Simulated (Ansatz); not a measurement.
# CH3BO: up Jacob's ladder to CCSD(T)

One table from this session's results is given with a row withheld; the runs are named, their logs left out.

Computed with Ansatz 0.2.0, Gaussian basis. Level: functionals in def2-TZVPP, the program's frozen cores in correlated methods.

Plan: LDA (SPW92), PBE-D4, revPBE-D4, BLYP-D4, r2SCAN-D4, B97M-V, PBE0-D4, B3LYP-D4, r2SCANh-D4, r2SCAN0-D4, HSE06-D4, BHLYP-D4, CAM-B3LYP-D4, LC-ωPBE, ωB97X-V, ωB97M-V, B2PLYP, PBE-QIDH; CCSD(T)/def2-SVP; CCSD(T)/def2-TZVPP; MP2/def2-QZVPP; extrapolation to the limit; RPA on PBE.

1 further run of the same task is left out (it didn't finish).

## Structure used throughout

The geometry comes from an earlier relaxation with PBE0-D4 in a triple-zeta def2 set; it is a stationary point.

SMILES `BC=O`, 6 atoms, charge 0, spin multiplicity 1.

Atoms are counted from 1 here; the program's logs count them from 0.

Bond lengths: B1–C2 1.538 Å, B1–H4 1.192 Å, B1–H5 1.192 Å, C2–O3 1.221 Å, C2–H6 1.103 Å. Angles: C2–B1–H4 118.5°, C2–B1–H5 118.5°, H4–B1–H5 122.4°, B1–C2–O3 96.8°, B1–C2–H6 141.2°, O3–C2–H6 122.0°.

Coordinates:

```xyz
6
CH3BO
B    -0.46283    0.04582   -0.59654
C     0.39550   -0.27514    0.63831
O     1.04381    0.75992    0.63726
H    -0.02744   -0.21556   -1.67503
H    -1.45929    0.68263   -0.44636
H     0.55223   -1.06178    1.39616
```

Set-up of the first run:

in.yaml reads:

```yaml
crystal:
  periodic: [false, false, false]
  atoms:
    - {symbol: B, position_ang: [-0.462827, 0.045822, -0.596545]}
    - {symbol: C, position_ang: [0.395503, -0.275138, 0.638310]}
    - {symbol: O, position_ang: [1.043814, 0.759915, 0.637263]}
    - {symbol: H, position_ang: [-0.027435, -0.215556, -1.675031]}
    - {symbol: H, position_ang: [-1.459290, 0.682633, -0.446357]}
    - {symbol: H, position_ang: [0.552234, -1.061776, 1.396161]}
basis:
  gaussian: {orbitals: def2-TZVPP}
hamiltonian: {xc: lda}
output: {orbitals: {seedname: orbitals}}
```

The run is started by

```
ansatz run in.yaml --threads 2 --pin off --events-out ev --progress --plain --max-ram 4352MiB
```

Among the steps run: LDA; PBE-D4 (GGA); revPBE-D4 (GGA); BLYP-D4 (GGA); r2SCAN-D4 (meta-GGA); B97M-V (meta-GGA); PBE0-D4 (hybrid); B3LYP-D4 (hybrid); r2SCANh-D4 (hybrid); r2SCAN0-D4 (hybrid); HSE06-D4 (hybrid); BHLYP-D4 (hybrid); CAM-B3LYP-D4 (range-separated); LC-ωPBE (range-separated); ωB97X-V (range-separated); ωB97M-V (range-separated); B2PLYP (double hybrid); PBE-QIDH (double hybrid).

One table of the session follows, with a row left open; its other results are not shown here.

```
  functional  HOMO (eV)  gap (eV)
 LDA (SPW92)      -6.56      3.59
      PBE-D4      -6.42      3.70
   revPBE-D4      -6.36      3.73
     BLYP-D4      -6.33      3.74
   r2SCAN-D4          ?         ?
      B97M-V      -6.74      4.37
     PBE0-D4      -7.80      6.31
    B3LYP-D4      -7.59      5.82
  r2SCANh-D4      -7.15      5.16
  r2SCAN0-D4      -7.96      6.63
    HSE06-D4      -7.39      5.51
    BHLYP-D4      -9.19      8.93
CAM-B3LYP-D4      -9.23      9.01
     LC-ωPBE     -10.54     11.59
     ωB97X-V     -10.20     11.16
     ωB97M-V     -10.14     10.79
```

**Question.** Estimate the row for r2SCAN-D4.

Worked estimate for «HOMO (eV)». Against the share of exact exchange, r2SCANh-D4 (0.1, -7.15), r2SCAN0-D4 (0.25, -7.96) give a slope of -5.40 per unit share; at 0 the line stands at -6.61.

The run gave: HOMO (eV): -6.62; gap (eV): 4.18. In «HOMO (eV)» the line misses by +0.01.
